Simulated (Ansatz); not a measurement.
Antiferromagnetic (type II) rock-salt NiO was calculated with r²SCAN (Ansatz, a quantum-chemistry and plane-wave program, PAW).

Settings: plane-wave cutoff 560 eV, 14×14×14 k mesh, Fermi–Dirac smearing 0.01 eV, spin-polarised with opposed moments, scalar-relativistic PAW data made under PBE.

The volume scan:

```csv
V (Å³/atom),E − E_lowest (meV/atom),P (GPa)
8.655,10.52,9.71
8.835,2.53,4.59
9.015,0.00,0.00
9.196,2.36,-4.12
9.376,9.12,-7.82
```

**Question.** Estimate the bulk modulus from the pressures at 8.835 and 9.196 Å³/atom, and compare it with a fit to all energies.

**Answer.** B = −V dP/dV. Between V = 8.835 and 9.196 Å³/atom, dP/dV = (-4.12 − (4.59))/(9.196 − 8.835) = -24.1 GPa per Å³/atom; at the midpoint 9.015 Å³/atom this gives B ≈ 218 GPa. The third-order Birch–Murnaghan fit gives V0 = 9.015 Å³/atom, B0 = 217 GPa, B′ = 4.4, which lies within 1 % of that estimate.

Shape and atoms are relaxed at each volume.

Measured, for comparison: bulk modulus 192 ± 7 GPa (room temperature, not corrected to a static lattice, equation of state from high-pressure X-ray diffraction, sources range from 174 to 209; as tabulated in Gavriliuk et al., The first-order structural transition in NiO at high …); equilibrium volume per atom 9.07 Å³/atom (5 K, not corrected to a static lattice, pseudo-cubic cell; as tabulated in Yang et al. (2022), arXiv:2205.02972). Computed less measured: bulk modulus +13 % (+3.8 % to +25 % over the range), equilibrium volume per atom -0.6 %. A static lattice is as a rule a little smaller and stiffer than an uncorrected measurement, which can account for part of this in the equilibrium volume per atom.

Note: without U or exact exchange, gaps and moments of open d shells tend to come out too small.

The computed numbers hold no vibrational or temperature effects.
